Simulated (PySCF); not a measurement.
A side-by-side comparison of computed properties.

First species: C₆H₃F₃.
SMILES: `c1cc(c(c(c1)F)F)F`

Second species: NH3O.
SMILES: `[NH3+][O-]`

Levels: CAM-B3LYP/def2-SVPD for dipole moment, HOMO energy, LUMO energy, HOMO–LUMO gap, static isotropic polarisability and electronic spatial extent ⟨r²⟩ about the centre of nuclear charge; TDDFT CAM-B3LYP/def2-SVPD for lowest singlet excitation; TDA CAM-B3LYP/def2-SVPD for lowest triplet excitation (Tamm–Dancoff); ΔSCF CAM-B3LYP/def2-SVPD for vertical ionisation energy. Geometries: PBE0-D3(BJ)/def2-SVP. Each species is one conformer at its optimised geometry, gas phase, non-relativistic unless stated; the electronic structure was computed with PySCF and density fitting.

(1) Which has the higher S1 energy?

(2) Which of the two has the higher dipole moment, and by how much?

(3) Which has the higher HOMO–LUMO gap?

(4) Which of the two has the higher ⟨r²⟩, and by how much?

(5) Which has the higher HOMO energy?

(6) Which has the higher LUMO energy?

(7) Which has the higher T1 energy?

(8) Which has the higher vertical ionisation energy?

## Answers

(1) The first: 5.45 eV against 4.95 eV, a difference of 0.50 eV.

(2) The second: 5.35 D against 3.02 D, a difference of 2.33 D.

(3) The first: 9.26 eV against 8.35 eV, a difference of 0.91 eV.

(4) The first: 1030 bohr² against 72 bohr², a difference of 958 bohr².

(5) The second: -7.89 eV against -8.93 eV, a difference of 1.04 eV.

(6) The second: 0.46 eV against 0.33 eV, a difference of 0.13 eV.

(7) The second: 4.75 eV against 4.07 eV, a difference of 0.68 eV.

(8) The first: 9.76 eV against 9.32 eV, a difference of 0.44 eV.

On the first: S1 lies 3.81 eV below the HOMO–LUMO gap. The 10 singlets span 5.45 to 8.37 eV, and their oscillator strengths add up to 1.23.

On the second: No computed singlet falls in the visible range (750 to 380 nm, 1.65 to 3.26 eV); S1 lies 1.69 eV above its blue end. The ΔSCF ionisation energy exceeds −ε(HOMO) by 1.43 eV with CAM-B3LYP.
